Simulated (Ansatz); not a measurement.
# [BH$_{2}$···H···SiH$_{3}$], doublet along the distance B1-H4

Starting geometry:

```xyz
8

B    -2.3948    0.0000    0.0000
H    -2.9915    1.0336    0.0000
H    -2.9915   -1.0336    0.0000
H    -1.2013    0.0000    0.0000
Si    1.0212    0.0000    0.0000
H     1.4712   -1.4163    0.0000
H     1.4712    0.7081   -1.2265
H     1.4712    0.7081    1.2265
```

From there H4 is moved from one fragment to the other while all else, the fragments' distance too, stays fixed; atoms are numbered as listed. Energies are in kJ/mol, counted from the starting geometry at the same level.

Basis cc-pVDZ; Ansatz 0.2.0. Correlated methods freeze the noble-gas cores. Prefix R: restricted or restricted open-shell reference; prefix U: unrestricted. Active spaces: frontier = (9e, 9o) about the gap.

Runs in a small pair space aren't shown, since their orbitals change along the scan.

Full CI isn't at hand for all of this; UCCSDT(Q) serves as the reference, and is uncertain by about the last step of the cluster series. The frozen core follows each run's orbitals, which can shift R against U totals by a few meV.

| distance B1-H4 (Å) | CASSCF (frontier space) |
| --- | --- |
| 1.194 | 0.0 |
| 1.305 | 11.2 |
| 1.529 | 58.9 |
| 1.752 | 70.3 |
| 1.976 | 64.3 |

Question: Estimate the UCCSDT(Q) curve in cc-pVDZ from this one, knowing how CASSCF (frontier space) errs.

Answer: The computed UCCSDT(Q) values, in kJ/mol from the starting point, and the error of CASSCF (frontier space) against them:
```json
{"distance B1-H4 (Å)": "1.194", "UCCSDT(Q)": "0.0", "CASSCF (frontier space) less UCCSDT(Q)": "0.0"}
{"distance B1-H4 (Å)": "1.305", "UCCSDT(Q)": "10.2", "CASSCF (frontier space) less UCCSDT(Q)": "1.0"}
{"distance B1-H4 (Å)": "1.529", "UCCSDT(Q)": "55.2", "CASSCF (frontier space) less UCCSDT(Q)": "3.6"}
{"distance B1-H4 (Å)": "1.752", "UCCSDT(Q)": "69.0", "CASSCF (frontier space) less UCCSDT(Q)": "1.3"}
{"distance B1-H4 (Å)": "1.976", "UCCSDT(Q)": "68.1", "CASSCF (frontier space) less UCCSDT(Q)": "-3.8"}
```

The error spans 7.4 kJ/mol and is largest, -3.8 kJ/mol, at 1.976 Å.
